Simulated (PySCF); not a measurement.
Cartesian coordinates in Å; atom numbers follow the order of the lines, from 1:
```xyz
6

F     1.4557    0.5169   -0.2322
P    -0.0331   -0.0194   -0.0012
F    -0.5992    1.3871   -0.4706
F     0.3077   -0.2538    1.5321
F     0.2323   -1.1612   -1.0733
H    -1.3386   -0.4987    0.2006
```

How the numbers were obtained: GIAO PBE0/pcSseg-1 shieldings, PBE0-D3(BJ)/def2-SVP geometry, in PySCF 2.14.0 with density-fitted response routines (single conformer, non-relativistic Hamiltonian, rapidly exchanging positions averaged, in vacuum).

Referencing at the same level of theory: 1H (31.27 ppm) vs TMS; 19F (177.25 ppm) against CFCl3; 31P (310.13 ppm) against H3PO4.

```
   atoms  nucleus  count  δ (ppm)
F3/F4/F5      19F      3        ?
      F1      19F      1        ?
      P2      31P      1    -39.4
      H6       1H      1     6.60
```

Fill in the missing shifts.

Answers


- F3/F4/F5: -29.8 ppm, fluorine bonded to P
- F1: -47.9 ppm, fluorine bonded to P

Unscaled 19F shifts against computed CFCl3 carry errors that often reach 10 to 50 ppm. Experimental scales use liquid or dissolved standards, which lie at an offset from isolated H3PO4.
